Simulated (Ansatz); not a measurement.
# O3 (charge +1), doublet: energies of several shapes or isomers

Program: Ansatz, Gaussian basis, development build; OMP3 by scripts on PySCF. Basis cc-pVTZ, 3 core orbitals frozen, nonrelativistic. Single-reference values can break down or jump between states where bonds are stretched.

Case A:

```xyz
3

O     0.0000    0.0000    0.0000
O     0.0000    1.1328    0.5043
O     0.0000   -1.1328    0.5043
```

Case B:

```xyz
3

O     0.0000    0.0000    0.0000
O     0.0000    1.1693    0.5206
O     0.0000   -1.0962    0.4881
```

Case C:

```xyz
3

O     0.0000    0.0000    0.0000
O     0.0000    1.1474    0.5109
O     0.0000   -1.1182    0.4979
```

Case D:

```xyz
3

O     0.0000    0.0000    0.0000
O     0.0000    1.1620    0.5174
O     0.0000   -1.1036    0.4913
```

Case E:

```xyz
3

O     0.0000    1.1208   -0.2391
O     0.0000    0.0000    0.4571
O     0.0000   -1.0868   -0.2180
```

Energy less that of case A, in eV:

```json
{"case": "B", "UCCSD(T)": "-0.212", "UOMP3": "-0.010"}
{"case": "C", "UCCSD(T)": "-0.106", "UOMP3": "-0.010"}
{"case": "D", "UCCSD(T)": "-0.091", "UOMP3": "-0.012"}
{"case": "E", "UCCSD(T)": "–", "UOMP3": "-0.035"}
```

Task: Give the RCCSD(T) energies against case A.

Result: B: +0.034 eV; C: +0.005 eV; D: +0.022 eV; E: +0.255 eV.
